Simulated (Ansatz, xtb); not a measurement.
**Two structures of H2OPSi**

We compare I, a doublet given by its coordinates, with II, `O[SiH]=[P]`, a doublet. Both are isolated molecules in the gas phase, relaxed with B3LYP-D3(BJ)/6-311G**; the shapes shown needn't be the lowest conformers.

I (Å):

```xyz
5

O     0.8107    3.8358    1.3323
P     0.7998    1.1772   -0.5757
Si    1.5168    2.3813    1.0171
H     0.2507    4.2938    0.6971
H     1.8685    0.2462   -0.4296
```

Close contacts (Å): O1–Si3 1.65, P2–Si3 2.12, O1–H4 0.96, P2–H5 1.42.

II (Å):

```xyz
5

O    -0.9537    0.6048    1.0323
P     1.7494    0.3949   -0.8590
Si   -0.0340   -0.2576   -0.0274
H    -1.7697    0.2269    1.3705
H    -0.6585   -1.5759   -0.3097
```

Quicker runs give these differences E(II) − E(I): GFN2-xTB −0.284 eV; HF/STO-3G +0.228 eV (at GFN2-xTB geometries); r2SCAN-D4/def2-SVP −0.132 eV (at GFN2-xTB geometries).

**Question.** Which of the two would you expect CCSD(T)/def2-TZVP electronic energies to favour?

**Answer.** Structure II; the calculation gives E(II) − E(I) = −0.140 eV.

How the difference moves with the method:

```csv
level,geometry,E(II) − E(I) (eV),departure from the last row (eV),"job, with rough time for the two"
GFN2-xTB,GFN2-xTB,−0.284,−0.144,"optimisation, 0.24 s"
HF/STO-3G,GFN2-xTB,+0.228,+0.368,"single point, 0.7 s"
r2SCAN-D4/def2-SVP,GFN2-xTB,−0.132,+0.008,"single point, 3.2 s"
B3LYP-D3(BJ)/6-311G**,B3LYP-D3(BJ)/6-311G**,−0.043,+0.097,"optimisation, 52 s"
HF/def2-TZVP,B3LYP-D3(BJ)/6-311G**,−0.415,−0.275,part of the CCSD(T) run
MP2/def2-TZVP,B3LYP-D3(BJ)/6-311G**,−0.060,+0.080,part of the CCSD(T) run
CCSD(T)/def2-TZVP,B3LYP-D3(BJ)/6-311G**,−0.140,,"single point, 40 s"
```

HF/STO-3G puts the two in the other order. The largest departure from CCSD(T)/def2-TZVP is that of HF/STO-3G, 0.368 eV.

With harmonic frequencies from B3LYP-D3(BJ)/6-311G** (ideal gas, rigid rotor, one conformer each, 298.15 K, 1 atm): the zero-point term adds +0.023 eV; ΔH is −0.126 and ΔG −0.105 eV.

Open shells are spin-unrestricted, with notable spin contamination under HF/STO-3G, HF/def2-TZVP, MP2/def2-TZVP, CCSD(T)/def2-TZVP. The correlated steps freeze 11 core orbitals. Mirror images aren't counted in ΔG. Codes used: Ansatz 0.2.0, xtb 6.7.1; the last row on 2 threads of Intel(R) Xeon(R) Processor @ 2.70GHz on a shared host.
